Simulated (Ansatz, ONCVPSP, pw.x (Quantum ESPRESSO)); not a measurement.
**pw.x on bcc Re: one setting changed**

Potential: optimised norm-conserving Vanderbilt (ONCV), ONCVPSP 4.0.1, LDA (Perdew-Wang 92); core [Kr] 4d10 4f14, reference 5s2 5p6 5d5 6s2; waves: 5s+6s: rc 1.95 bohr, ncon 3, nbas 6, qcut 7.4 1/bohr, 2 projectors; 5p: rc 1.65 bohr, ncon 4, nbas 9, qcut 7.4 1/bohr, 2 projectors, debl 0.9 Ha; 5d: rc 1.90 bohr, ncon 3, nbas 8, qcut 6 1/bohr, 1 projector; local part: polynomial inside 1.60 bohr (lpopt 4, dvloc0 0 Ha); core correction: Teter function fitted to the true core (icmod 2), fcfact 0.55. In the p channel the program set the typed energies aside and used -1.735, 0.250 Ha.

The reference run (k-mesh 15³, cutoffs 55/220 Ry, Fermi–Dirac 0.01 Ry, mixing_beta 0.4, conv_thr 1e-9, no spin) gives -3.16 GPa at 14.453 Å³/atom, where all-electron LAPW gives 0.92 GPa. This run, with its own iteration cap, changes k-mesh points per axis to 3.

```
&control
  calculation='scf', prefix='x', pseudo_dir='./', outdir='./tmp', tstress=.true., disk_io='none'
/
&system
  ibrav=0, nat=1, ntyp=1, ecutwfc=55, ecutrho=220, nbnd=15,
  occupations='smearing', smearing='fd', degauss=0.01
/
&electrons
  conv_thr=1e-09, mixing_beta=0.4, electron_maxstep=50
/
ATOMIC_SPECIES
Re 1.0 Re.UPF
CELL_PARAMETERS angstrom
  -1.53449686 1.53449686 1.53449686
  1.53449686 -1.53449686 1.53449686
  1.53449686 1.53449686 -1.53449686
ATOMIC_POSITIONS crystal
Re 0.0000 0.0000 0.0000
K_POINTS automatic
3 3 3 0 0 0
```

```bash
pw.x < Re.scf.in > Re.scf.out
```

Problem. How does the run end?

Solution. It converges in 7 iterations; the free energy moves by +1.12 eV/atom and the pressure by +23.30 GPa.

```
Message from routine setup:
     using ibrav=0 with symmetry is DISCOURAGED, use correct ibrav instead
     lattice parameter (alat)  =       5.0226  a.u.
     unit-cell volume          =      97.5337 (a.u.)^3
     number of electrons       =        15.00
     number of Kohn-Sham states=           15
     kinetic-energy cutoff     =      55.0000  Ry
     charge density cutoff     =     220.0000  Ry
     scf convergence threshold =      1.0E-09
     Exchange-correlation= SLA  PW   NOGX NOGC
     number of k points=     4  Fermi-Dirac smearing, width (Ry)=  0.0100
     iteration #  1     ecut=    55.00 Ry     beta= 0.40
     total energy              =    -185.19832767 Ry
     estimated scf accuracy    <       0.03530190 Ry
     iteration #  2     ecut=    55.00 Ry     beta= 0.40
     total energy              =    -185.19882316 Ry
     estimated scf accuracy    <       0.00513940 Ry
     iteration #  3     ecut=    55.00 Ry     beta= 0.40
     total energy              =    -185.19932743 Ry
     estimated scf accuracy    <       0.00034349 Ry
     iteration #  4     ecut=    55.00 Ry     beta= 0.40
     total energy              =    -185.19934423 Ry
     estimated scf accuracy    <       0.00000350 Ry
     iteration #  5     ecut=    55.00 Ry     beta= 0.40
     total energy              =    -185.19934500 Ry
     estimated scf accuracy    <       0.00000021 Ry
     iteration #  6     ecut=    55.00 Ry     beta= 0.40
     total energy              =    -185.19934501 Ry
     estimated scf accuracy    <          6.1E-09 Ry
     iteration #  7     ecut=    55.00 Ry     beta= 0.40
     the Fermi energy is    25.6602 ev
!    total energy              =    -185.19934501 Ry
     estimated scf accuracy    <          2.5E-10 Ry
     smearing contrib. (-TS)   =      -0.00739483 Ry
     The total energy is F=E-TS. E is the sum of the following terms:
     one-electron contribution =     -16.94548910 Ry
     hartree contribution      =      19.07185103 Ry
     xc contribution           =     -46.13038336 Ry
     ewald contribution        =    -141.18792875 Ry
     convergence has been achieved in   7 iterations
          total   stress  (Ry/bohr**3)                   (kbar)     P=      201.47
     Message from routine punch:
     Nothing written, as per user request (disk_io='none')
```

The run took about 1.2 s on one core of a shared host (Intel(R) Xeon(R) Platinum 8488C, 96 threads, 744 GiB, load 20).
